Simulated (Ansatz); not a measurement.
Ansatz (a program for electronic structure) input (CCSD(T)/aug-cc-pVDZ):

Ansatz 0.2 input:
```yaml
crystal:
  periodic: [false, false, false]
  atoms:
    - {symbol: C, position_ang: [0.00940108, 0.00315426, 0.10262029]}
    - {symbol: H, position_ang: [-0.01915108, 0.98625848, -0.33929582]}
    - {symbol: H, position_ang: [-0.03725541, -1.00518403, -0.27642595]}
basis:
  gaussian:
    orbitals: aug-cc-pVDZ
magnetization: {spin_polarized: true, initial_magnetization: 2}
correlation: {method: ccsd_t, electrons: outside_noble_gas}
output: {forces: true}
```

End of the output:

```
406 factors; integrals over basis functions are off by at most 9.6e-4 eV
mean field: 0.06 GiB planned
mean field evaluation 1: about -1058.5893 eV, gradient 9.0e0 eV
mean field evaluation 2: about -1058.5893 eV, gradient 9.0e0 eV
mean field evaluation 4: about -1059.2675 eV, gradient 1.1e0 eV
mean field evaluation 8: about -1059.2880 eV, gradient 8.3e-4 eV
mean field evaluation 16: about -1059.2880 eV, gradient 2.8e-2 eV
mean field -1059.28799765 eV, -38.9281159024 hartree, gradient 1.5e-6 eV, S^2 2.016402; 1 other end points of the search recorded, 0 dependent functions left out
1 core orbitals not correlated
reference -1059.28799765 eV, -38.9281159024 hartree; 4, 2 occupied and 36, 38 virtual orbitals, 406 factors
densities: 0.11 GiB planned
second order -2.63831494 eV of doubles, -0.00000000 eV of singles
coupled cluster: 0.10 GiB planned
cycle   1  -3.05356754 eV  change   -4.2e-1 eV  update   4.0e-2
cycle   2  -3.18821287 eV  change   -1.3e-1 eV  update   1.6e-2
cycle   3  -3.19960015 eV  change   -1.1e-2 eV  update   5.5e-3
cycle   4  -3.20005118 eV  change   -4.5e-4 eV  update   1.5e-3
cycle   5  -3.20035379 eV  change   -3.0e-4 eV  update   5.3e-4
cycle   6  -3.20048378 eV  change   -1.3e-4 eV  update   2.0e-4
cycle   7  -3.20052039 eV  change   -3.7e-5 eV  update   6.7e-5
cycle   8  -3.20052230 eV  change   -1.9e-6 eV  update   2.1e-5
cycle   9  -3.20051959 eV  change    2.7e-6 eV  update   6.1e-6
cycle  10  -3.20052063 eV  change   -1.0e-6 eV  update   2.0e-6
perturbative correction -0.06124225 eV, -0.0022506112 hartree
the calculation of the forces begins
Total energy: -1062.54976053 eV, -39.0479834772 hartree
Atom 0 at     0.009401     0.003154     0.102620 Å, force     0.048118     0.016145     0.525245 eV/Å
Atom 1 at    -0.019151     0.986258    -0.339296 Å, force    -0.019480     0.495603    -0.278523 eV/Å
Atom 2 at    -0.037255    -1.005184    -0.276426 Å, force    -0.028638    -0.511747    -0.246721 eV/Å
Dipole moment:    -0.011168    -0.003747    -0.121908 e Å
```
